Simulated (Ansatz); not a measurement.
Species, as SMILES: N#N (N2).
Atoms: N1, N2. Bonds: N1-N2.

Basis-set convergence of the optimised N1-N2 bond length at PBE0 with Ansatz (a quantum-chemistry and plane-wave program). All functions are spherical. The program fits the integrals of some runs and decomposes those of others, by size. No added dispersion term, no relativity. Reference: the value in pcseg-4, 1.0886 Å, itself unsure by roughly 0.0001 Å (its mean distance from aug-pcseg-3, aug-cc-pVQZ, cc-pV5Z). Deviations are taken from unrounded values.

```json
[
 {"basis": "cc-pVDZ", "functions": "28", "optimised N1-N2 bond length (Å)": "1.1016"},
 {"basis": "aug-cc-pVDZ", "functions": "46", "optimised N1-N2 bond length (Å)": "1.1018"},
 {"basis": "def2-SVP", "functions": "28", "optimised N1-N2 bond length (Å)": "1.0978"},
 {"basis": "def2-SVPD", "functions": "40", "optimised N1-N2 bond length (Å)": "1.0975"},
 {"basis": "pcseg-1", "functions": "28", "optimised N1-N2 bond length (Å)": "1.0976"},
 {"basis": "aug-pcseg-1", "functions": "46", "optimised N1-N2 bond length (Å)": "1.0979"},
 {"basis": "6-311G**", "functions": "36", "optimised N1-N2 bond length (Å)": "1.0936"},
 {"basis": "6-311+G**", "functions": "44", "optimised N1-N2 bond length (Å)": "1.0937"},
 {"basis": "cc-pVTZ", "functions": "60", "optimised N1-N2 bond length (Å)": "1.0901"},
 {"basis": "aug-cc-pVTZ", "functions": "92", "optimised N1-N2 bond length (Å)": "1.0899"},
 {"basis": "pcseg-2", "functions": "60", "optimised N1-N2 bond length (Å)": "1.0895"},
 {"basis": "aug-pcseg-2", "functions": "92", "optimised N1-N2 bond length (Å)": "1.0896"},
 {"basis": "def2-TZVPP", "functions": "62", "optimised N1-N2 bond length (Å)": "1.0895"},
 {"basis": "def2-TZVPPD", "functions": "74", "optimised N1-N2 bond length (Å)": "1.0894"},
 {"basis": "cc-pVQZ", "functions": "110", "optimised N1-N2 bond length (Å)": "1.0889"},
 {"basis": "aug-cc-pVQZ", "functions": "160", "optimised N1-N2 bond length (Å)": "1.0889"},
 {"basis": "def2-QZVPP", "functions": "114", "optimised N1-N2 bond length (Å)": "1.0887"},
 {"basis": "def2-QZVPPD", "functions": "126", "optimised N1-N2 bond length (Å)": "1.0887"},
 {"basis": "pcseg-3", "functions": "120", "optimised N1-N2 bond length (Å)": "1.0886"},
 {"basis": "aug-pcseg-3", "functions": "170", "optimised N1-N2 bond length (Å)": "1.0886"}
]
```

What the diffuse functions change, pair by pair:
- cc-pVDZ to aug-cc-pVDZ: 18 more functions, deviation 0.0130 to 0.0132 Å
- def2-SVP to def2-SVPD: 12 more functions, deviation 0.0092 to 0.0090 Å
- pcseg-1 to aug-pcseg-1: 18 more functions, deviation 0.0090 to 0.0094 Å
- 6-311G** to 6-311+G**: 8 more functions, deviation 0.0050 to 0.0051 Å
- cc-pVTZ to aug-cc-pVTZ: 32 more functions, deviation 0.0015 to 0.0013 Å
- pcseg-2 to aug-pcseg-2: 32 more functions, deviation 0.0009 to 0.0010 Å
- def2-TZVPP to def2-TZVPPD: 12 more functions, deviation 0.0009 to 0.0008 Å
- cc-pVQZ to aug-cc-pVQZ: 50 more functions, deviation 0.0004 to 0.0003 Å
- def2-QZVPP to def2-QZVPPD: 12 more functions, deviation 0.0001 to 0.0001 Å
- pcseg-3 to aug-pcseg-3: 50 more functions, deviation 0.0001 to 0.0000 Å

They bring the value nearer the reference by more than 0.0001 Å in 2 of 10 pairs.
